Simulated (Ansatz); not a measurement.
in.yaml

```yaml
crystal:
  periodic: [false, false, false]
  atoms:
    - {symbol: B, position_ang: [0.000000, -1.263228, -0.806805]}
    - {symbol: Ge, position_ang: [0.000000, 0.016924, 0.784936]}
    - {symbol: P, position_ang: [0.000000, 0.289221, -1.590872]}
    - {symbol: H, position_ang: [0.000000, 3.441811, 0.972158]}
basis:
  gaussian: {orbitals: cc-pVDZ}
magnetization: {spin_polarized: false, initial_magnetization: 1}
correlation: {method: sc_nevpt2, electrons: outside_noble_gas, active_space: {window: {electrons: 3, orbitals: 3}}}
```

```sh
$ ansatz run in.yaml --threads 1 --pin off --events-out ev --progress --plain --max-ram 2393MiB
```

Log:

```
699 factors; integrals over basis functions are off by at most 8.0e-4 eV
mean field evaluation 1: about -66423.4058 eV, gradient 1.3e1 eV
mean field evaluation 2: about -66423.4412 eV, gradient 1.4e1 eV
mean field evaluation 4: about -66426.7075 eV, gradient 5.9e0 eV
mean field evaluation 8: about -66427.5639 eV, gradient 1.2e0 eV
mean field evaluation 16: about -66416.6113 eV, gradient 1.8e1 eV
mean field evaluation 32: about -66427.5882 eV, gradient 7.6e-2 eV
mean field -66427.58831214 eV, -2441.1688442347 hartree, gradient 4.1e-6 eV, S^2 0.750000; 1 other end points of the search recorded, 0 dependent functions left out
reference -66427.58831214 eV, -2441.1688442347 hartree; 27, 26 occupied and 37, 38 virtual orbitals, 699 factors
state -66428.25295888 eV, -2441.1932695519 hartree
state -66428.25295888 eV, -2441.1932695519 hartree; corrected -66434.89829641 eV, -2441.4374812016 hartree
Total energy: -66434.89829641 eV, -2441.4374812016 hartree
```

Ran on 1 thread of AMD EPYC 7R43, shared host: 4.2 s wall, 0.19 GiB peak host memory.
